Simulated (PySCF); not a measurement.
Molecule: Propionyl Chloride (SMILES CCC(=O)Cl).

Structure with atom numbers: `[CH3:1][CH2:2][C:3](=[O:4])[Cl:5]` (H(Xn): hydrogen on atom n).

Geometry PBE0-D3(BJ)/def2-SVP throughout; GIAO in PySCF 2.14.0 with density-fitted response routines, gas phase, one conformer, non-relativistic; equivalent atoms averaged; functional PBE0.

For orientation, 6-31G* gives these shifts δ (against TMS, H2O, HCl at the same level): C3 170.1, C2 40.3, C1 10.4, O4 522.1, Cl5 396.5, H(C2) 2.65, H(C1) 1.00 ppm.

A run gave: C3 177.1, C2 39.2, C1 9.6, O4 546.3, Cl5 414.6, H(C2) 2.55, H(C1) 0.87 ppm (shifts δ (against TMS, H2O, HCl at the same level)).

Q: Which basis set was used in that run?
A. STO-3G
B. def2-SVP
C. def2-TZVP
D. 6-311+G(2d,p)
E. 6-31G

A: B. O4 tells them apart best: def2-SVP gives 546.3, 6-311+G(2d,p) gives 557.0, def2-TZVP gives 568.8, STO-3G gives 477.3, 6-31G gives 563.7 ppm.
